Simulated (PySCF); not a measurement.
Potential energy curve for H2, singlet.

Calculation: CCSD(T) on UHF/cc-pVTZ (PySCF).

**Question.** Relative to R = 0.75 Å, what are the energies at R = 0.64, 0.82, 1.02, 3.00 Å?

**Answer.** 5.5 kcal/mol at 0.64 Å, 2.1 kcal/mol at 0.82 Å, 18.7 kcal/mol at 1.02 Å, 107.7 kcal/mol at 3.00 Å.

The unrestricted determinant behind UCCSD(T) is spin-contaminated at 1.24 to 3.00 Å (<S²> up to 1.0, against 0.00 for a pure singlet).
